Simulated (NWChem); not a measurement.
All runs are NWChem calculations. System: H₃Si, charge 0, spin multiplicity 2, at a geometry optimised with UB3LYP/def2-SVP. The structure started from a generated list of species. Its SCF solution wasn't tested for a lower state. Level: UMP2/def2-TZVP, 5 core orbitals frozen.

Job file:

```
start mol
memory heap 200 mb stack 900 mb global 1100 mb
geometry units angstroms nocenter noautoz
  Si    -0.000656     0.080587     0.000000
  H      1.424481    -0.364538     0.000000
  H     -0.707651    -0.381843     1.231039
  H     -0.707651    -0.381843    -1.231039
  symmetry group Cs
end
basis spherical
  * library def2-tzvp
end
scf
  uhf
  nopen 1
  maxiter 100
  thresh 1e-7
  semidirect memsize 60000000 filesize 0
  # guess.movecs holds the orbitals of an unrestricted PBE0 run
  vectors input guess.movecs output mol.movecs
end
mp2
  freeze core 5
end
task mp2 energy
```

Output (cleaned and shortened):

```
             Northwest Computational Chemistry Package (NWChem) 7.3.0
             --------------------------------------------------------

                                NWChem Input Module
                                -------------------

 Scaling coordinates for geometry "geometry" by  1.889725989
 (inverse scale =  0.529177249)

 Turning off AUTOSYM since
 SYMMETRY directive was detected!

                             Geometry "geometry" -> ""
                             -------------------------

 Output coordinates in angstroms (scale by  1.889725989 to convert to a.u.)

  No.       Tag          Charge          X              Y              Z
 ---- ---------------- ---------- -------------- -------------- --------------
    1 Si                  14.0000    -0.00065600     0.08058700     0.00000000
    2 H                    1.0000     1.42448100    -0.36453800     0.00000000
    3 H                    1.0000    -0.70765100    -0.38184300     1.23103900
    4 H                    1.0000    -0.70765100    -0.38184300    -1.23103900

 Effective nuclear repulsion energy (a.u.)      15.5309115097

            Nuclear Dipole moment (a.u.)
            ----------------------------
        X                 Y               Z
 ---------------- ---------------- ----------------
    -0.0000094486    -0.0000113384     0.0000000000

      Symmetry information
      --------------------

 Group name             Cs
 Group number              2
 Group order               2
 No. of unique centers     3

      Symmetry unique atoms

     1    2    3


 Summary of "ao basis" -> "" (spherical)
 ------------------------------------------------------------------------------
       Tag                 Description            Shells   Functions and Types
 ---------------- ------------------------------  ------  ---------------------
 *                         def2-tzvp                  on all atoms

 Summary of "ao basis" -> "ao basis" (spherical)
 ------------------------------------------------------------------------------
       Tag                 Description            Shells   Functions and Types
 ---------------- ------------------------------  ------  ---------------------
 Si                        def2-tzvp                13       37   5s5p2d1f
 H                         def2-tzvp                 4        6   3s1p

                                 NWChem SCF Module
                                 -----------------

  ao basis        = "ao basis"
  functions       =    55
  atoms           =     4
  alpha electrons =     9
  beta  electrons =     8
  charge          =   0.00
  wavefunction    = UHF
  use symmetry    = T
  symmetry adapt  = T

 Summary of "ao basis" -> "ao basis" (spherical)
 ------------------------------------------------------------------------------
       Tag                 Description            Shells   Functions and Types
 ---------------- ------------------------------  ------  ---------------------
 Si                        def2-tzvp                13       37   5s5p2d1f
 H                         def2-tzvp                 4        6   3s1p

      Symmetry analysis of basis
      --------------------------

        a'         36
        a"         19

 Forming initial guess at       0.1s

   Symmetry analysis of molecular orbitals - initial alpha
   -------------------------------------------------------

  Numbering of irreducible representations:

     1 a'          2 a"

  Orbital symmetries:

     1 a'          2 a'          3 a'          4 a"          5 a'
     6 a'          7 a"          8 a'          9 a'         10 a'
    11 a"         12 a'         13 a'         14 a"         15 a'
    16 a"         17 a'         18 a'         19 a'

   Symmetry analysis of molecular orbitals - initial beta
   ------------------------------------------------------

  Numbering of irreducible representations:

     1 a'          2 a"

  Orbital symmetries:

     1 a'          2 a'          3 a"          4 a'          5 a'
     6 a'          7 a"          8 a'          9 a'         10 a'
    11 a"         12 a'         13 a"         14 a'         15 a'
    16 a"         17 a'         18 a'         19 a'

 Starting SCF solution at       0.1s

 ----------------------------------------------
         Quadratically convergent UHF

 Convergence threshold     :          1.000E-07
 Maximum no. of iterations :          100
 Integral*density screening:          1.000E-09
 ----------------------------------------------

              iter       energy          gnorm     gmax       time
             ----- ------------------- --------- --------- --------
                 1     -290.6272582374  4.48D-01  2.04D-01      0.4
                 2     -290.6357423552  5.21D-02  1.12D-02      0.4
                 3     -290.6365797221  1.32D-03  2.82D-04      0.5
                 4     -290.6365802941  4.29D-07  1.00D-07      0.6
                 5     -290.6365802941  5.90D-09  1.57D-09      0.7

       Final UHF  results
       ------------------

         Total SCF energy =   -290.636580294073
      One electron energy =   -433.377494094436
      Two electron energy =    127.210002290700
 Nuclear repulsion energy =     15.530911509662

                       Sz =      0.5000
                 Sz(Sz+1) =      0.7500
                      S^2 =      0.7548

        Time for solution =      0.6s

       Symmetry analysis of molecular orbitals - alpha
       -----------------------------------------------

  Numbering of irreducible representations:

     1 a'          2 a"

  Orbital symmetries:

     1 a'          2 a'          3 a'          4 a'          5 a"
[...]
              MO Center=  1.1D-03, -1.4D-01, -8.4D-14, r^2= 5.8D+00
   Bfn.  Coefficient  Atom+Function         Bfn.  Coefficient  Atom+Function
  ----- ------------  ---------------      ----- ------------  ---------------
     5      2.340544  1 Si s                 40     -1.289681  2 H  s
    46     -1.289604  3 H  s                 52     -1.289604  4 H  s
    19     -0.998167  1 Si py                 4      0.284689  1 Si s
     3     -0.207800  1 Si s

                     UHF Final Beta Molecular Orbital Analysis
                     -----------------------------------------

 Vector    6  Occ=1.000000D+00  E=-6.814234D-01  Symmetry=a'
              MO Center=  1.8D-03, -2.3D-01, -3.6D-18, r^2= 1.8D+00
   Bfn.  Coefficient  Atom+Function         Bfn.  Coefficient  Atom+Function
  ----- ------------  ---------------      ----- ------------  ---------------
     4      0.504071  1 Si s                  3     -0.317176  1 Si s
     5      0.232190  1 Si s

 Vector    7  Occ=1.000000D+00  E=-4.844084D-01  Symmetry=a"
              MO Center= -5.1D-01, -2.5D-01, -4.7D-10, r^2= 2.1D+00
   Bfn.  Coefficient  Atom+Function         Bfn.  Coefficient  Atom+Function
  ----- ------------  ---------------      ----- ------------  ---------------
    17      0.302827  1 Si pz                45      0.233174  3 H  s
    51     -0.233174  4 H  s

 Vector    8  Occ=1.000000D+00  E=-4.844058D-01  Symmetry=a'
              MO Center=  5.2D-01, -2.4D-01,  4.8D-10, r^2= 2.1D+00
   Bfn.  Coefficient  Atom+Function         Bfn.  Coefficient  Atom+Function
  ----- ------------  ---------------      ----- ------------  ---------------
    15      0.302817  1 Si px                39      0.269247  2 H  s
    40      0.164083  2 H  s                 38      0.157405  2 H  s

 Vector    9  Occ=0.000000D+00  E= 4.122058D-02  Symmetry=a'
              MO Center= -3.5D-03,  4.2D-01, -5.9D-15, r^2= 3.6D+00
   Bfn.  Coefficient  Atom+Function         Bfn.  Coefficient  Atom+Function
  ----- ------------  ---------------      ----- ------------  ---------------
    19      0.730859  1 Si py                 5      0.304914  1 Si s
    16      0.151065  1 Si py

 Vector   10  Occ=0.000000D+00  E= 1.549702D-01  Symmetry=a'
              MO Center= -5.6D-01,  3.4D-01, -1.9D-10, r^2= 5.3D+00
   Bfn.  Coefficient  Atom+Function         Bfn.  Coefficient  Atom+Function
  ----- ------------  ---------------      ----- ------------  ---------------
    18      2.018073  1 Si px                40     -1.606161  2 H  s
    46      0.803135  3 H  s                 52      0.803135  4 H  s

 Vector   11  Occ=0.000000D+00  E= 1.549721D-01  Symmetry=a"
              MO Center=  5.6D-01,  3.5D-01,  1.6D-10, r^2= 5.3D+00
   Bfn.  Coefficient  Atom+Function         Bfn.  Coefficient  Atom+Function
  ----- ------------  ---------------      ----- ------------  ---------------
    20      2.018187  1 Si pz                46     -1.391039  3 H  s
    52      1.391039  4 H  s

 center of mass
 --------------
 x =  -0.00055484 y =   0.06812218 z =   0.00000000

 moments of inertia (a.u.)
 ------------------
          12.941012128466          -0.071993679028           0.000000000000
          -0.071993679028          21.815779799605           0.000000000000
           0.000000000000           0.000000000000          12.940224846282

  Mulliken analysis of the total density
  --------------------------------------

    Atom       Charge   Shell Charges
 -----------   ------   -------------------------------------------------------
    1 Si  14    13.90   2.00  0.59  1.39  0.85  0.49  4.12  1.73  0.51  1.47  0.53  0.09  0.12  0.01
    2 H    1     1.03   0.23  0.56  0.23  0.01
    3 H    1     1.03   0.23  0.56  0.23  0.01
    4 H    1     1.03   0.23  0.56  0.23  0.01

  Mulliken analysis of the alpha density
  --------------------------------------

    Atom       Charge   Shell Charges
 -----------   ------   -------------------------------------------------------
    1 Si  14     7.45   1.00  0.29  0.69  0.47  0.30  2.07  0.86  0.29  0.96  0.40  0.05  0.06  0.01
    2 H    1     0.52   0.12  0.28  0.12  0.01
    3 H    1     0.52   0.12  0.28  0.12  0.01
    4 H    1     0.52   0.12  0.28  0.12  0.01

   Mulliken analysis of the beta density
   -------------------------------------

    Atom       Charge   Shell Charges
 -----------   ------   -------------------------------------------------------
    1 Si  14     6.45   1.00  0.29  0.70  0.38  0.20  2.05  0.87  0.21  0.51  0.13  0.05  0.06  0.01
    2 H    1     0.52   0.12  0.28  0.12  0.00
    3 H    1     0.52   0.12  0.28  0.12  0.00
    4 H    1     0.52   0.12  0.28  0.12  0.00

   Mulliken analysis of the spin density
   -------------------------------------

    Atom       Charge   Shell Charges
 -----------   ------   -------------------------------------------------------
    1 Si  14     0.99   0.00  0.00 -0.01  0.09  0.10  0.02 -0.02  0.08  0.46  0.27 -0.00  0.00 -0.00
    2 H    1     0.00   0.00  0.00 -0.00  0.00
    3 H    1     0.00   0.00  0.00 -0.00  0.00
    4 H    1     0.00   0.00  0.00 -0.00  0.00

       Multipole analysis of the density wrt the origin
       ------------------------------------------------

     L   x y z        total         alpha         beta         nuclear
     -   - - -        -----         -----         ----         -------
     0   0 0 0     -0.000000     -9.000000     -8.000000     17.000000

     1   1 0 0     -0.000246      0.004708     -0.004945     -0.000009
     1   0 1 0      0.028841     -0.579646      0.608499     -0.000011
     1   0 0 1      0.000000      0.000000     -0.000000      0.000000

     2   2 0 0    -12.032967    -12.241315    -10.614449     10.822796
     2   1 1 0      0.001551     -0.020661     -0.050658      0.072870
     2   1 0 1     -0.000000      0.000000     -0.000000      0.000000
     2   0 2 0    -12.223081     -9.692455     -4.371209      1.840583
     2   0 1 1      0.000000      0.000000      0.000000      0.000000
     2   0 0 2    -12.032942    -12.241580    -10.614951     10.823589

                   NWChem MP2 Semi-direct Energy/Gradient Module
                   ---------------------------------------------

  Basis functions       =     55
  Molecular orbitals    =     55
  Frozen core           =      5
  Frozen virtuals       =      0
  Active alpha occupied =      4
  Active beta occupied  =      3
  Active alpha virtual  =     46
  Active beta virtual   =     47
  Use MO symmetry       = T
  Use skeleton AO sym   = T

  AO/Fock/Back tols     =   1.0D-09  1.0D-09  1.0D-09

 GA uses MA = F    GA memory limited = T

 Available:
  local mem=  1.26D+08
 global mem=  1.44D+08
 local disk=  0.00D+00
  mp2_memr nvloc                    46
  nvloc new                    46
   1 passes of   4:        3145728                      15367                    968667.
   1 passes of   4: M    126152701           G      144173150           F     123006973.

 Semi-direct pass number   1 of   1  for UHF alpha       at        0.8s
  vrange nnbf                  1540
  mp2_eaftype                    10  avail_ma_in_mb                  1099
 EAF : mp2_eaftype filesize          10     484333.
  mp2_eaf for mointskh                     10
Node 0 wrote      2.3 Mb in      0.0 s     Agg I/O rate:   952.3 Mb/s
 Done moints_semi at        1.8s
  mp2_eaftype                    10  avail_ma_in_mb                  1089
 EAF : mp2_eaftype filesize          10     484333.
  mp2_eaf for kh                    10
 Done maket at        1.9s
 Done multipass loop at        1.9s

 GA uses MA = F    GA memory limited = T

 Available:
  local mem=  1.26D+08
 global mem=  1.44D+08
 local disk=  0.00D+00
  mp2_memr nvloc                    47
  nvloc new                    47
   1 passes of   3:        3145728                      13218                    743519.
   1 passes of   3: M    126152701           G      144173150           F     123006973.

 Semi-direct pass number   1 of   1  for UHF beta        at        1.9s
  vrange nnbf                  1540
  mp2_eaftype                    10  avail_ma_in_mb                  1099
 EAF : mp2_eaftype filesize          10     371759.
  mp2_eaf for mointskh                     10
Node 0 wrote      1.7 Mb in      0.0 s     Agg I/O rate:  1196.4 Mb/s
 Done moints_semi at        2.7s
  mp2_eaftype                    10  avail_ma_in_mb                  1089
 EAF : mp2_eaftype filesize          10     371759.
  mp2_eaf for kh                    10
 Done maket at        2.7s
 Done multipass loop at        2.7s

          -------------------------------------------
          SCF energy                -290.636580294073
          Correlation energy          -0.107155866554
          Singlet pairs                0.000000000000
          Triplet pairs                0.000000000000
          Total MP2 energy          -290.743736160627
          -------------------------------------------

          ---------------------------------------------------
                    Spin Component Scaled (SCS) MP2
          Same spin pairs                     -0.013450645873
          Same spin scaling factor             0.333333333333
          Opposite spin pairs                 -0.093705220681
          Opposite spin scaling fact.          1.200000000000
          SCS-MP2 correlation energy          -0.116929813442
          Total SCS-MP2 energy              -290.753510107515
          ---------------------------------------------------

 -----------------------
 Performance information
 -----------------------

 Timer overhead =  1.52D-07 seconds/call

               Nr. of calls         CPU time (s)                 Wall time (s)                GFlops
             ---------------    -------------------     ------------------------------   -------------------
Name         Min   Avg   Max    Min     Avg     Max     Min     Avg     Max   Mx/calls   Min     Max     Sum
mp2: moin     2     2     2    1.8     1.8     1.8      1.8     1.8     1.8    0.90      0.0     0.0     0.0
mp2: make     2     2     2   7.58E-2 7.58E-2 7.58E-2  7.58E-2 7.58E-2 7.58E-2 3.79E-2   0.0     0.0     0.0
mp2: tota     1     1     1    2.0     2.0     2.0      2.0     2.0     2.0     2.0      0.0     0.0     0.0

 The average no. of pstat calls per process was 5.00D+00
 with a timing overhead of 7.62D-07s

 Task  times  cpu:        2.6s     wall:        2.6s

 Total times  cpu:        2.7s     wall:        2.7s
```
